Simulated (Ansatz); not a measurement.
A nudged elastic band was laid between two geometries of ClH2SSi (5 atoms, charge 0, multiplicity 2).

These are results of UKS B3LYP-D4/STO-3G in Ansatz, not measurements.

```json
{
 "movable images": "9",
 "climbing image": "yes",
 "spring": "0.1 eV/Å²",
 "optimiser": "quadratic models (default)",
 "start path": "IDPP",
 "force threshold": "0.05 eV/Å",
 "iteration limit": "60",
 "end points": "relaxed"
}
```

First end point:

```xyz
5
Properties=species:S:1:pos:R:3
S -1.476 0.178 -0.257
Si 0.659 0.116 -0.409
Cl 1.355 1.815 0.669
H -1.589 -1.165 -0.459
H 1.101 -1.016 0.414
```

Last end point:

```xyz
5
Properties=species:S:1:pos:R:3
S -1.282 -0.841 -0.056
Si 0.746 -0.239 -0.277
Cl 0.930 1.806 0.322
H -1.794 0.175 -0.804
H 1.450 -0.975 0.774
```

Question: Which bonds break or form, and what moves?

Answer: No bond is made or broken. The dihedral H4–S1–Si2–Cl3 goes from -156 to 54°.

Question: Give the energies along the band, and the barrier.

Answer: The forces met the threshold. The highest image is number 5 of 0 to 10, 2.9 kcal/mol above the first end and 4.8 kcal/mol above the last; the last end lies 2.0 kcal/mol below the first. Another band between the same ends (9 images) ends at a top of the same energy, where a vibrational analysis finds 1 clearly imaginary mode. Limits of this set-up: minimal basis.

| image | path coordinate (Å) | energy (kcal/mol) | dihedral H4–S1–Si2–Cl3 (°) |
| --- | --- | --- | --- |
| 0 | 0.00 | 0.0 | -156 |
| 1 | 0.25 | 0.2 | -171 |
| 2 | 0.49 | 0.9 | 174 |
| 3 | 0.73 | 1.8 | 160 |
| 4 | 0.96 | 2.6 | 145 |
| 5 | 1.17 | 2.9 | 131 |
| 6 | 1.42 | 2.3 | 115 |
| 7 | 1.66 | 1.0 | 100 |
| 8 | 1.90 | -0.5 | 84 |
| 9 | 2.15 | -1.6 | 69 |
| 10 | 2.40 | -2.0 | 54 |

Question: What is the geometry of the highest image?

Answer: 
```xyz
5
Properties=species:S:1:pos:R:3
S -1.460 -0.192 0.200
Si 0.637 -0.112 -0.216
Cl 1.270 1.904 0.048
H -1.766 -0.884 -0.931
H 1.368 -0.791 0.857
```

The band took 6 iterations and of the order of 80 core-seconds.

Run time: 84 s on 1 thread of Intel(R) Xeon(R) Platinum 8375C CPU @ 2.90GHz (Ice Lake), on a shared host, peak memory 0.13 GiB.
